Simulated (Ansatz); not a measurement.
`[AlH]1[SiH2][S]1`, charge 0, multiplicity 1.

Question: Give a relaxed structure at PBE0-D4/def2-TZVP (Ansatz). (Estimate.)

Answer: Computed: 
Z-matrix (Å, degrees):
```
Si
S 1 2.201
Al 1 2.318 2 57.3
H 1 1.487 2 112.5 3 -118.4
H 1 1.487 2 112.5 3 118.4
H 3 1.572 1 165.3 2 180.0
```
Point group Cs.
